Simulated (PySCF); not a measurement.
trifluoromethane (CHF3), SMILES FC(F)F. Atoms are numbered in the order given.

```xyz
5

F      1.0807     0.6239    -0.1277
C      0.0000     0.0000     0.3364
F      0.0000    -1.2479    -0.1277
F     -1.0807     0.6239    -0.1277
H      0.0000     0.0000     1.4290
```

Coordinates come from a PBE0-D3(BJ)/def2-TZVP optimisation.

Method: B3LYP/pcJ-1 (PySCF).

Isotropic couplings with Fermi-contact, spin-dipole and both spin-orbit terms, one fixed conformer, no vibrational averaging. Isotopes: 13C, 19F, 1H.

| pair | bonds apart | J (Hz) |
|---|---|---|
| F1–C2 | 1 | -350.8 |
| C2–F3 | 1 | -350.8 |
| C2–F4 | 1 | -350.8 |
| C2–H5 | 1 | ___ |
| F1–F3 | 2 | ___ |
| F1–F4 | 2 | ___ |
| F1–H5 | 2 | 86.9 |
| F3–F4 | 2 | ___ |
| F3–H5 | 2 | 86.9 |
| F4–H5 | 2 | 86.9 |

Problem. What belongs in the gaps? (Estimate from the structure and the level; the computed values follow.)

Solution. 
- C2–H5, J (Hz): 240.4
- F1–F3, J (Hz): 65.7
- F1–F4, J (Hz): 65.7
- F3–F4, J (Hz): 66.4
